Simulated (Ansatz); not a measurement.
# Four-centre ligand exchange

Start structure (AlH5O, closed shell), relaxed at PBE0-D4/def2-TZVP:

Al1  (-0.185, -0.863, 0.079)
H2  (1.377, -1.218, 0.133)
H3  (-0.902, -0.865, -1.355)
H4  (-1.072, -1.170, 1.364)
H5  (1.004, 1.382, 0.226)
O6  (0.070, 1.150, 0.167)
H7  (-0.290, 1.584, -0.614)
(Å)

The step: AlH₃ + H₂O → AlH₃O ([OH][AlH2]) + H₂; bonds formed: H2–H5; dative contacts that become bonds: Al1–O6; bonds broken: Al1–H2, H5–O6. Computed with Ansatz 0.2.0 (basis: def2-TZVPP and def2-QZVPP); correlated methods freeze the cores. Extrapolation: Hartree–Fock as exp(−7.88 √X), correlation as X^−2.97. Energies below are by CCSD(T) at an estimated basis limit (MP2 extrapolated from triple and quadruple zeta, plus CCSD(T) − MP2 in triple zeta).

Problem. What are the electronic barrier and the energy of the step, from the start structure to the end structure? (Judge from chemistry; the value comes from the calculation.)

Solution. The calculation gives: Barrier 16.28 kcal/mol; step energy -10.44 kcal/mol (downhill); reverse barrier, their difference, 26.71 kcal/mol. Barrier and step energy count from the start structure, the reverse barrier from the end structure.

The saddle point: One imaginary mode of 1244i cm⁻¹.
```csv
pair,start (Å),saddle (Å),end (Å)
Al1–O6,2.03,1.87,1.70
H2–H5,2.63,1.07,0.75
Al1–H2,1.60,1.77,2.38
H5–O6,0.96,1.23,3.07
```

Zero-point energy (harmonic, PBE0-D4): ZPE is 28.18 kcal/mol at the start and 26.06 kcal/mol at the saddle, so the barrier goes from 16.28 to 14.15 kcal/mol.

First-order rate constant out of the start structure at 298 K by transition-state theory, with harmonic vibrational free energies alone and no tunnelling: ΔA‡ = 14.95 kcal/mol, so k = (kB T/h) exp(−ΔA‡/kB T) ≈ 10^2 s⁻¹ (an order of magnitude at best: rotation, the number of equivalent paths and anharmonicity are left out).

No T1 diagnostic of these runs exceeds 0.013.

The step is the kind of ligand exchange by which a precursor binds to a hydroxyl group, or is hydrolysed, in atomic layer deposition of oxides.

Labels in which every atom is bracketed show which atoms are joined, not bond orders.

For scale, one of the runs: CCSD(T)/def2-TZVPP, 143 basis functions, launched by `ansatz run in.yaml --threads 2 --pin off --events-out ev --progress --plain --max-ram 4352MiB`. The run took 6 s on 2 CPU threads of an Intel Xeon Platinum 8488C (shared host), with 0.81 GiB of host memory at its peak.
